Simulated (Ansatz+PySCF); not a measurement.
The numbers below are computed, except where a source is named.
## PySCF 2.14.0 run

```python
from pyscf import gto, scf, cc

mol = gto.M(atom="""
Al 0.000000 0.000000 0.000000
P 0.000000 0.000000 2.800000
""", basis='sto-3g', charge=0, spin=2)
mf = scf.UHF(mol)
mf.kernel()
mycc = cc.CCSD(mf, frozen=10).run()
et = mycc.ccsd_t()
print(mf.e_tot, mycc.e_corr, et, mycc.e_tot + et)
```

The script is written out from the run's settings.

Results

| Quantity | Value |
| --- | --- |
| Converged | yes |
| Reference energy | -575.70759 hartree |
| CCSD correlation energy | -0.05870 hartree |
| Triples correction | -0.00658 hartree |
| Total energy | -575.77287 hartree |
| Spin squared of the determinant | 2.025 |

This is not the lowest solution: another run reaches a determinant 1.92 eV lower. Caution: large share of triples, a single reference is doubtful; another reference gives a lower total.
